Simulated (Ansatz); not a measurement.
# AlP+ (quartet): PBE, r2SCAN over a scan of the distance Al1–P2, cc-pVDZ

How well do these functionals follow the top wave-function level for AlP+ (quartet) over a scan of the distance Al1–P2?

Computed with Ansatz 0.2.0, Gaussian basis. Level: cc-pVDZ, all electrons in the functionals.

To be run: PBE, r2SCAN, at 1.958 Å; 2.201 Å; 2.460 Å; 2.756 Å; 3.074 Å; 3.360 Å; 4.025 Å; 4.651 Å; 5.321 Å; 6.557 Å; 8.265 Å.

25 further runs of the same task are left out: 6 for a known fault of the program, 12 that didn't finish, 7 set aside as unsound or not needed.

### Step 1. The geometry

The geometry derives from a PBE0/def2-TZVP stationary point (not a proven minimum). One bond is set to the value named and the two fragments are kept rigid.

2 atoms, charge 1, spin multiplicity 4.

Atoms are counted from 1 here; the program's logs count them from 0.

Bond lengths: Al1–P2 2.460 Å.

No dispersion term is added.

The geometry shown and the zero of energy belong to the point 2.460 Å. The yardstick, FCI, and other wave-function levels (R restricted, U unrestricted, valence and pair active spaces) come from earlier runs.

### Step 2. PBE, 1.958 Å

Contents of in.yaml:

```yaml
crystal:
  periodic: [false, false, false]
  atoms:
    - {symbol: Al, position_ang: [0.000000, 0.000000, 0.000000]}
    - {symbol: P, position_ang: [0.000000, 0.000000, 1.958000]}
basis:
  gaussian: {orbitals: cc-pVDZ}
total_charge: 1
magnetization: {spin_polarized: true, initial_magnetization: 3}
hamiltonian: {xc: {name: PBE}}
output: {orbitals: {seedname: orbitals}}
```

Started as:

```bash
$ ansatz run in.yaml --threads 1 --pin off --events-out ev --progress --plain --max-ram 2393MiB
```

After this run come: PBE, 2.201 Å; PBE, 2.460 Å; PBE, 2.756 Å; PBE, 3.074 Å; PBE, 3.360 Å; PBE, 4.025 Å; PBE, 4.651 Å; PBE, 5.321 Å; PBE, 6.557 Å; PBE, 8.265 Å; r2SCAN, 1.958 Å; r2SCAN, 2.201 Å; r2SCAN, 2.460 Å; r2SCAN, 2.756 Å; r2SCAN, 3.074 Å; r2SCAN, 3.360 Å; r2SCAN, 4.025 Å; r2SCAN, 4.651 Å; r2SCAN, 5.321 Å; r2SCAN, 6.557 Å; r2SCAN, 8.265 Å.

Q: Predict the results of all the runs planned. Wanted: span of the FCI curve; largest miss, PBE; largest miss, r2SCAN; largest miss, RCCSD(T); largest miss, UCCSD(T).

**Answer**, as computed:

| quantity | value |
| --- | --- |
| span of the FCI curve | 1.811 eV |
| largest miss, PBE | +0.560 eV (6.557 Å) |
| largest miss, r2SCAN | +0.541 eV (6.557 Å) |
| largest miss, RCCSD(T) | -0.025 eV (8.265 Å) |
| largest miss, UCCSD(T) | -0.025 eV (8.265 Å) |

**Reading.** Of the functionals, r2SCAN keep the smallest largest miss at the points compared (at most 0.541 eV) and PBE strays most (0.560 eV, at 6.557 Å). Functionals and the yardstick converge differently with the basis, so part of each miss in cc-pVDZ is the basis.
